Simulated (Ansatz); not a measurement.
Basis sets compared for B3 (the lowest doublet isomer of a short search). Charge 0, multiplicity 2. Geometry PBE-D4/def2-TZVP. Ansatz on 4 threads of Arm Neoverse V1 on a shared host; times are rough, and most runs start from earlier orbitals.

```csv
atom,x (Å),y (Å),z (Å)
B1,-0.5718,0.0803,-0.6876
B2,-0.1254,-0.6416,0.6160
B3,0.6972,0.5613,0.0716
```

At r2SCAN-D4/def2-TZVP, r2SCAN-D4/def2-TZVPD, PBE0-D4/def2-SVP, PBE0-D4/def2-TZVP and others the charge 0 doublet is spin-contaminated (final ⟨S²⟩ up to 0.88, 0.75 for a pure state). The structure comes from a short search, and lower isomers may exist.

Binding counts from free atoms (B doublet) in the same basis, without a counterpoise term.

```csv
level,functions,energy (Eh),HOMO (eV),LUMO (eV),binding per atom (eV),wall time
PBE-D4/def2-SVP,42,-74.1091,-6.60,-5.28,3.31,0.3 s
PBE-D4/def2-TZVP (with forces),93,-74.1906,-6.62,-5.30,3.27,0.65 s
r2SCAN-D4/def2-TZVP,93,-74.2564,-6.88,-4.76,3.14,1.3 s
PBE0-D4/def2-SVP,42,-74.1099,-7.68,-4.25,3.10,0.3 s
PBE0-D4/def2-TZVP,93,-74.1913,-7.68,-4.26,3.05,1.1 s
```

Task: Estimate the rows for PBE-D4/def2-TZVPD, r2SCAN-D4/def2-TZVPD, PBE0-D4/def2-TZVPD.

Result: 
| level | functions | energy (Eh) | HOMO (eV) | LUMO (eV) | binding per atom (eV) | wall time |
| --- | --- | --- | --- | --- | --- | --- |
| PBE-D4/def2-TZVPD | 111 | -74.1908 | -6.62 | -5.31 | 3.27 | 0.8 s |
| r2SCAN-D4/def2-TZVPD | 111 | -74.2564 | -6.88 | -4.76 | 3.14 | 1.6 s |
| PBE0-D4/def2-TZVPD | 111 | -74.1914 | -7.69 | -4.26 | 3.05 | 0.75 s |
